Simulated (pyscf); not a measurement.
Optimised with ωB97X-D3(BJ)/def2-SVP in PySCF. MP2 and CC: frozen core, UHF for open shells. ΔMP2 is the change of the MP2 total energy from the triple- to the quadruple-zeta basis.

### Question
HB=O + ethylene (H₂C=CH₂) → cyclic C₂H₅BO (SMILES B1CCO1)
Surface: singlet. Broken: none. Formed: B–C, C–O. Give ΔE‡ and ΔE from CCSD(T)/def2-TZVPP + ΔMP2(QZVPP), relative to the separated reactants.

### Answer
ΔE‡ = 35.0 kcal/mol, ΔE = -2.1 kcal/mol. Zero-point energy shifts the barrier by +1.9 kcal/mol. It is a cycloaddition, with an imaginary mode of 582i cm⁻¹. cyclic C₂H₅BO (SMILES B1CCO1) lies 35.1 kcal/mol over its isomer H₃C–CH₂–B=O (electronic energy, ωB97M-D3(BJ)). This is the saddle that the search found; another between the same sides may lie lower. The CCSD(T) − MP2 part came from Ansatz, without density fitting, on the same reference.
